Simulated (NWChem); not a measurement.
System: DMSO (C$_{2}$H$_{6}$OS); SMILES O=S(C)C

The following NWChem deck was run.

```
start job
memory heap 200 mb stack 900 mb global 1100 mb
geometry units angstroms
  C      0.821751     1.355139     0.192035
  S     -0.208845     0.000494    -0.442998
  C      0.815102    -1.359108     0.192193
  O     -1.460187     0.003604     0.385430
  H      0.284641     2.283002    -0.046643
  H      1.809545     1.356207    -0.291297
  H      0.904558     1.247703     1.283356
  H      0.898395    -1.251962     1.283505
  H      0.273472    -2.284361    -0.046403
  H      1.802895    -1.365054    -0.291107
end
basis spherical
  * library sto-3g
end
dft
  xc hfexch
  iterations 150
end
driver
  maxiter 120
end
task dft optimize
task dft freq
```

Parts of the log:

```
             Northwest Computational Chemistry Package (NWChem) 7.3.0
             --------------------------------------------------------

 CS  symmetry detected

                             Geometry "geometry" -> ""
                             -------------------------

 Output coordinates in angstroms (scale by  1.889725989 to convert to a.u.)

  No.       Tag          Charge          X              Y              Z
 ---- ---------------- ---------- -------------- -------------- --------------
    1 C                    6.0000     0.79538773     0.20644598     1.35712757
    2 S                   16.0000    -0.21654548    -0.45283493     0.00000000
    3 C                    6.0000     0.79538773     0.20644598    -1.35712757
    4 O                    8.0000    -1.48717431     0.34570235     0.00000000
    5 H                    1.0000     0.26182357    -0.04490757     2.28368833
    6 H                    1.0000     1.79436178    -0.25332259     1.36063456
    7 H                    1.0000     0.85254933     1.29942429     1.24983630
    8 H                    1.0000     0.85254933     1.29942429    -1.24983630
    9 H                    1.0000     0.26182357    -0.04490757    -2.28368833
   10 H                    1.0000     1.79436178    -0.25332259    -1.36063456

 Effective nuclear repulsion energy (a.u.)     183.2216306204

      Symmetry information
      --------------------

 Group name             Cs
 Group number              2
 Group order               2
 No. of unique centers     6

                                Z-matrix (autoz)
                                --------

 Units are Angstrom for bonds and degrees for angles

      Type          Name      I     J     K     L     M      Value
      ----------- --------  ----- ----- ----- ----- ----- ----------
    1 Stretch                  1     2                       1.81672
    2 Stretch                  1     5                       1.09836
    3 Stretch                  1     6                       1.09970
    4 Stretch                  1     7                       1.09972
    5 Stretch                  2     3                       1.81672
    6 Stretch                  2     4                       1.50072
    7 Stretch                  3     8                       1.09972
    8 Stretch                  3     9                       1.09836
    9 Stretch                  3    10                       1.09970
   10 Bend                     1     2     3                96.66624
   11 Bend                     1     2     4               106.17145
   12 Bend                     2     1     5               106.05410
   13 Bend                     2     1     6               110.89475
   14 Bend                     2     1     7               108.46614
   15 Bend                     2     3     8               108.46614
   16 Bend                     2     3     9               106.05410
   17 Bend                     2     3    10               110.89475
   18 Bend                     3     2     4               106.17145
   19 Bend                     5     1     6               110.05496
   20 Bend                     5     1     7               109.57229
   21 Bend                     6     1     7               111.63025
   22 Bend                     8     3     9               109.57229
   23 Bend                     8     3    10               111.63025
   24 Bend                     9     3    10               110.05496
   25 Torsion                  1     2     3     8         -57.99710
   26 Torsion                  1     2     3     9        -175.61741
   27 Torsion                  1     2     3    10          64.92273
   28 Torsion                  3     2     1     5         175.61741
   29 Torsion                  3     2     1     6         -64.92273
   30 Torsion                  3     2     1     7          57.99710
   31 Torsion                  4     2     1     5          66.60016
   32 Torsion                  4     2     1     6        -173.93998
   33 Torsion                  4     2     1     7         -51.02015
   34 Torsion                  4     2     3     8          51.02015
   35 Torsion                  4     2     3     9         -66.60016
   36 Torsion                  4     2     3    10         173.93998

  xc_inp: hfexch multiplicative factor not found.

                           NWChem Geometry Optimization
                           ----------------------------

 maximum gradient threshold         (gmax) =   0.000450
 rms gradient threshold             (grms) =   0.000300
 maximum cartesian step threshold   (xmax) =   0.001800
 rms cartesian step threshold       (xrms) =   0.001200
 fixed trust radius                (trust) =   0.300000
 source of zmatrix                         =   autoz

          -------------------
          Energy Minimization
          -------------------

 Using diagonal initial Hessian
 Scaling for Hessian diagonals: bonds = 1.00  angles = 0.25  torsions = 0.10

          --------
          Step   0

                                 NWChem DFT Module
                                 -----------------

 Summary of "ao basis" -> "ao basis" (spherical)
 ------------------------------------------------------------------------------
       Tag                 Description            Shells   Functions and Types
 ---------------- ------------------------------  ------  ---------------------
 C                           sto-3g                  3        5   2s1p
 S                           sto-3g                  5        9   3s2p
 O                           sto-3g                  3        5   2s1p
 H                           sto-3g                  1        1   1s

      Symmetry analysis of basis
      --------------------------

        a'         19
        a"         11

[...]

      ----------------------
      Optimization converged
      ----------------------

  Step       Energy      Delta E   Gmax     Grms     Xrms     Xmax
  ---- ---------------- -------- -------- -------- -------- --------
@   11    -545.19210456 -2.5D-07  0.00008  0.00002  0.00027  0.00061
                                     ok       ok       ok       ok

                                Z-matrix (autoz)
                                --------

 Units are Angstrom for bonds and degrees for angles

[...]

 Rotational Constants
 --------------------
 A=   0.213633 cm-1  (  0.307364 K)
 B=   0.199817 cm-1  (  0.287485 K)
 C=   0.128411 cm-1  (  0.184751 K)

 Temperature                      =   298.15K
 frequency scaling parameter      =   1.0000

 Zero-Point correction to Energy  =   58.485 kcal/mol  (  0.093202 au)
 Thermal correction to Energy     =   62.168 kcal/mol  (  0.099071 au)
 Thermal correction to Enthalpy   =   62.760 kcal/mol  (  0.100015 au)

 Total Entropy                    =   75.246 cal/mol-K
   - Translational                =   38.960 cal/mol-K (mol. weight =  78.0139)
   - Rotational                   =   25.179 cal/mol-K (symmetry #  =        1)
   - Vibrational                  =   11.106 cal/mol-K

 Cv (constant volume heat capacity) =   18.127 cal/mol-K
   - Translational                  =    2.979 cal/mol-K
   - Rotational                     =    2.979 cal/mol-K
   - Vibrational                    =   12.168 cal/mol-K

[normal modes left out]

 ----------------------------------------------------------------------------
 Normal Eigenvalue ||           Projected Infra Red Intensities
  Mode   [cm**-1]  || [atomic units] [(debye/angs)**2] [(KM/mol)] [arbitrary]
 ------ ---------- || -------------- ----------------- ---------- -----------
    1       -0.000 ||    0.000861           0.020         0.839       2.413
    2       -0.000 ||    0.000084           0.002         0.082       0.236
    3       -0.000 ||    0.002779           0.064         2.709       7.792
    4       -0.000 ||    0.005069           0.117         4.942      14.214
    5        0.000 ||    0.001670           0.039         1.628       4.681
    6        0.000 ||    0.001042           0.024         1.016       2.921
    7      150.971 ||    0.000155           0.004         0.151       0.435
    8      165.843 ||    0.000684           0.016         0.667       1.919
    9      224.751 ||    0.005159           0.119         5.030      14.466
   10      247.047 ||    0.002935           0.068         2.861       8.229
   11      335.220 ||    0.001216           0.028         1.185       3.409
   12      527.360 ||    0.025608           0.591        24.964      71.802
   13      891.286 ||    0.000208           0.005         0.202       0.582
   14      953.524 ||    0.000043           0.001         0.042       0.120
   15     1118.851 ||    0.000350           0.008         0.341       0.981
   16     1149.621 ||    0.000437           0.010         0.426       1.225
   17     1181.059 ||    0.001105           0.026         1.078       3.099
   18     1244.184 ||    0.015065           0.348        14.686      42.241
   19     1665.919 ||    0.015658           0.361        15.265      43.904
   20     1692.910 ||    0.002379           0.055         2.319       6.669
   21     1798.545 ||    0.003765           0.087         3.670      10.555
   22     1802.731 ||    0.004319           0.100         4.211      12.110
   23     1803.825 ||    0.003519           0.081         3.431       9.867
   24     1807.497 ||    0.009045           0.209         8.817      25.361
   25     3565.471 ||    0.000181           0.004         0.177       0.508
   26     3566.038 ||    0.001050           0.024         1.023       2.943
   27     3755.041 ||    0.000058           0.001         0.056       0.162
   28     3755.294 ||    0.000074           0.002         0.072       0.208
   29     3763.062 ||    0.001654           0.038         1.613       4.638
   30     3764.258 ||    0.000823           0.019         0.802       2.308
 ----------------------------------------------------------------------------
```

Level: Hartree-Fock/STO-3G.
